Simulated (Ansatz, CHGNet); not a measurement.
1T (CdI2-type) TiTe2: properties by level of theory

```json
[
 {"level (code)": "CHGNet 0.3.0", "equilibrium lattice constant a (Å)": "3.713", "c axis length (Å)": "7.503"},
 {"level (code)": "r²SCAN (Ansatz)", "equilibrium lattice constant a (Å)": "3.802", "c axis length (Å)": "6.904"},
 {"level (code)": "r²SCAN+rVV10 (Ansatz)", "equilibrium lattice constant a (Å)": "3.782", "c axis length (Å)": "6.616"}
]
```

Caveats: for a layered or molecular solid the relaxed cell lies over 5 % above the published volume, where the minimum can be shallow (r²SCAN); the cell comes from a level without a dispersion term, which matters for the spacing of layers, chains or molecules (r²SCAN); the cell has another shape than the first-principles one, perhaps another minimum in the same group (CHGNet 0.3.0). Ansatz's density-functional and Hartree–Fock values are scalar-relativistic unless marked +SOC, with PAW data made under PBE.

The computed numbers hold no vibrational or temperature effects.

Ansatz is a program for electronic structure.
